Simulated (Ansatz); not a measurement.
Input file:

```yaml
crystal:
  periodic: [false, false, false]
  atoms:
    - {symbol: Cl, position_ang: [0.000000, -0.840515, 2.118041]}
    - {symbol: Ga, position_ang: [0.000000, 0.691492, 0.592878]}
    - {symbol: Ga, position_ang: [0.000000, -0.296113, -1.683627]}
    - {symbol: H, position_ang: [0.000000, 2.214155, 0.951803]}
basis:
  gaussian: {orbitals: cc-pVDZ}
magnetization: {spin_polarized: true, initial_magnetization: 0}
hamiltonian: {xc: {name: wB97M-V}}
output: {forces: true, orbitals: {seedname: orbitals}}
```

```sh
$ ansatz run in.yaml --threads 1 --pin off --events-out ev --progress --plain --max-ram 2393MiB
```

The program prints:

```
  # Of w^i u^j: cxij and so on, Table III.
  gx(w, u) = 1 - cx + cx01*u + cx10*w
  gss(w, u) = css00 + css04*u^4 + css10*w + css20*w^2 + css43*w^4*u^3
  gos(w, u) = cos00 + cos10*w + (cos20 + cos21*u)*w^2 + (cos60 + cos61*u)*w^6
      + integral(e_c_pw_mod_opposite_spin*gos(b97_w_opposite, b97_u_opposite)) + vv10(b, c)
884 factors; integrals over basis functions are off by at most 8.0e-4 eV
222 factors; integrals over basis functions are off by at most 9.9e-6 eV
mean field evaluation 1: about -117286.5323 eV, gradient 1.2e1 eV
mean field evaluation 2: about -117287.4243 eV, gradient 8.1e0 eV
mean field evaluation 4: about -117287.7949 eV, gradient 3.6e-1 eV
mean field evaluation 8: about -117287.8115 eV, gradient 4.4e-2 eV
mean field evaluation 16: about -117287.8117 eV, gradient 1.9e-4 eV
mean field evaluation 32: about -117287.0546 eV, gradient 3.0e0 eV
mean field -117287.81166917 eV, -4310.2475783077 hartree, gradient 9.6e-6 eV, S^2 0.000000; 2 other end points of the search recorded, 0 dependent functions left out
the calculation of the forces begins
reference -117287.81171151 eV, -4310.2475798637 hartree; 40, 40 occupied and 37, 37 virtual orbitals, 884 factors
Total energy: -117287.81171151 eV, -4310.2475798637 hartree
Atom 0 at     0.000000    -0.840515     2.118041 Å, force     0.000000    -0.248503     0.623711 eV/Å
Atom 1 at     0.000000     0.691492     0.592878 Å, force    -0.000000     0.643843    -0.080538 eV/Å
Atom 2 at     0.000000    -0.296113    -1.683627 Å, force     0.000000    -0.598717    -1.131183 eV/Å
Atom 3 at     0.000000     2.214155     0.951803 Å, force    -0.000000     0.203377     0.588011 eV/Å
Dipole moment:     0.000000     0.218003    -0.453555 e Å
```

Forces (eV/Å):
```
Cl   0.000 -0.249  0.624
Ga   0.000  0.644 -0.081
Ga   0.000 -0.599 -1.131
H    0.000  0.203  0.588
```

Ran on 1 thread of Arm Neoverse V2, shared host: 38 s wall, 0.46 GiB peak host memory.
